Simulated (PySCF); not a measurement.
## Working out the ionisation energy of C

C [He] 2s2 2p2 (3P) → C⁺ [He] 2s2 2p1 (2P). All numbers are calculated (PySCF 2.14, the non-relativistic Hamiltonian (point nucleus), in aug-cc-pwCVTZ). Frozen: nothing. Energies in hartree (1 hartree = 27.21139 eV):

```
             part   C (lower)  C⁺ (upper)
              UHF  -37.691872  -37.295126
MP2 opposite-spin   -0.097283   -0.089641
    MP2 same-spin   -0.017016   -0.006902
```

Problem. What does Hartree-Fock give?

Solution. (-37.295126) − (-37.691872) = 0.396746 hartree = 10.796 eV.

Problem. What do MP2 and SCS-MP2 (6/5 opposite-spin, 1/3 same-spin) give?

Solution. The opposite-spin parts differ by 0.208 eV and the same-spin parts by 0.275 eV. MP2: 10.796 + (0.208) + (0.275) = 11.279 eV. SCS-MP2: 10.796 + 1.2 × (0.208) + (0.275)/3 = 11.137 eV.

Measured between the centres of the two terms (NIST): 11.262 eV, so MP2 (valence and next inner shell) is off by 0.017 eV.

What remains against the reference includes basis incompleteness and correlation beyond second order.
